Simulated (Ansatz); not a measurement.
Reaction: CH2O (SMILES C=O) → CH2O (parent SMILES C=O, triplet)
Each species at its own B3LYP-D3(BJ)/def2-TZVP minimum (Ansatz, a quantum-chemistry and plane-wave program).

Property: adiabatic triplet-singlet gap (electronic), in kcal/mol. UHF or UKS for unpaired electrons; spin-orbit terms are left out. CBS(X,Y): correlation extrapolated as X^-3, Hartree-Fock from the larger set (Q,5: extrapolated as (X+1)exp(-9√X)). A bracket is a step between two methods taken in the basis named. The functionals are non-relativistic, so their misses hold any scalar relativity. Double hybrids freeze cores in their MP2 part. '+ core + X2C': CCSD(T) terms for core correlation (cc-pwCVTZ) and scalar relativity (cc-pVTZ-DK). The spin of CH2O (parent SMILES C=O, triplet) was assumed, and the state is the lowest solution found for it.

CCSD(T)/CBS(cc-pVQZ,cc-pV5Z) + [CCSDT(Q) - CCSD(T)]/cc-pVTZ + [CCSDTQ - CCSDT(Q)]/cc-pVDZ + core + X2C (Ansatz) gives 74.2 kcal/mol.

**Question.** How far off this value is PBE/def2-TZVPD (Ansatz), in which direction, and how far these levels: r2SCAN/def2-TZVPD, B3LYP/def2-TZVPD, PBE0/def2-TZVPD, wB97M-V/def2-TZVPD, B2PLYP/def2-TZVPD, CCSD(T)/CBS(cc-pVQZ,cc-pV5Z) + core + X2C?

**Answer.** PBE gives 67.4 kcal/mol, 6.8 kcal/mol below it. Differences of the others: r2SCAN/def2-TZVPD (Ansatz) -11.5; B3LYP/def2-TZVPD (Ansatz) -6.5; PBE0/def2-TZVPD (Ansatz) -8.4; wB97M-V/def2-TZVPD (Ansatz) -2.8; B2PLYP/def2-TZVPD (Ansatz) -2.4; CCSD(T)/CBS(cc-pVQZ,cc-pV5Z) + core + X2C (Ansatz) 0.4 kcal/mol.
